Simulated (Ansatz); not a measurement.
Start from `BCB` and change one element to get `B[SiH2]B`.

Ansatz, PBE0-D4/def2-TZVP geometries, multiplicity 1. 

```tsv
property	`BCB`
LUMO energy (PBE0/def2-TZVPP) / eV	-1.86
HOMO energy (B3LYP/def2-TZVPP) / eV	-8.86
HOMO–LUMO gap (ωB97M-V/def2-TZVPP) / eV	11.42
HOMO–LUMO gap (PBE/def2-TZVPP) / eV	4.76
LUMO energy (PBE/def2-TZVPP) / eV	-2.88
zero-point energy (PBE0-D4/def2-TZVP) / kJ/mol	176.5
```

Give the same properties after the change, and the shifts. (Estimate.)

Computed: 
| property | `B[SiH2]B` | shift |
| --- | --- | --- |
| LUMO energy (PBE0/def2-TZVPP) / eV | -3.05 | -1.19 |
| HOMO energy (B3LYP/def2-TZVPP) / eV | -7.77 | 1.09 |
| HOMO–LUMO gap (ωB97M-V/def2-TZVPP) / eV | 8.96 | -2.46 |
| HOMO–LUMO gap (PBE/def2-TZVPP) / eV | 2.86 | -1.90 |
| LUMO energy (PBE/def2-TZVPP) / eV | -4.01 | -1.13 |
| zero-point energy (PBE0-D4/def2-TZVP) / kJ/mol | 147.4 | -29.1 |

With PBE0 the HOMO rises by 1.06 eV and the LUMO falls by 1.19 eV, so the gap narrows by about 2.25 eV. PBE moves the HOMO by 0.77 eV and ωB97M-V by 1.29 eV.

B3LYP here is the variant with VWN-RPA as its local correlation; programs differ in this.
